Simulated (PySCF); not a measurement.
Spin states of HF

Unrestricted PBE0; PySCF, no relativity, basis sets H cc-pVTZ, F cc-pVTZ. Outer shells of the fragments: H 1s1; F 2s2 2p5.

Followed along the bond (rough minima from three points):

| 2Ms+1 | unpaired | ⟨S²⟩ at the start | R at minimum (Å) | Te (eV) |
| --- | --- | --- | --- | --- |
| 1 | none | 0.00 | 0.92 | 0.00 |

Solutions found at the starting distance of 0.935 Å, counted from the lowest of them; the search is not exhaustive and high or unbound solutions are not listed, so other states can lie among these:

```json
{"2Ms+1": "1", "unpaired": "none", "term": "¹Σ⁺", "E (eV)": "0.00", "⟨S²⟩": "0.00", "⟨Lz²⟩": "0.00", "μ (D)": "-1.85"}
{"2Ms+1": "3", "unpaired": "σ ↑, π ↑", "term": "³Π", "E (eV)": "9.87", "⟨S²⟩": "2.00", "⟨Lz²⟩": "1.00", "μ (D)": "2.32"}
```

A term symbol is given only where ⟨S²⟩ and ⟨Lz²⟩ are close to those of a pure state; real π, δ and φ orbitals otherwise mix terms. A positive dipole means H(−)F(+).

Counting both spins, an empty level lies below a filled one in some of these solutions, because spin and occupation are held.
